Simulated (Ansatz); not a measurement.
Cartesian coordinates (Å):
```xyz
10

C     -1.1220    -1.1001     1.0678
C     -0.4792    -0.0082     0.6507
C      0.4792     0.0082    -0.4395
C      1.1220     1.1001    -0.8566
H     -1.8292    -1.0668     1.8855
H     -0.9573    -2.0637     0.5996
H     -0.6667     0.9430     1.1413
H      0.6667    -0.9430    -0.9301
H      1.8292     1.0668    -1.6743
H      0.9573     2.0637    -0.3884
```
Charge 0, multiplicity 1.

These are frozen-core CCSD(T)/def2-TZVPP // B3LYP-D3(BJ)/def2-TZVP (Ansatz, a quantum-chemistry and plane-wave program) values and carry that method's errors. The restricted HF reference is unstable towards unrestricted orbitals.

```json
{
  "HF energy": "-154.98252 Ha",
  "MP2 correlation energy": "-0.64792 Ha"
}
```

Q: Estimate the CCSD correlation energy, the (T) correction, the total energy and the T1 diagnostic.

A: 
```
Property                        Result
-----------------------  -------------
CCSD correlation energy    -0.68400 Ha
(T) correction             -0.03189 Ha
CCSD(T) total energy     -155.69841 Ha
T1 diagnostic                    0.011
```
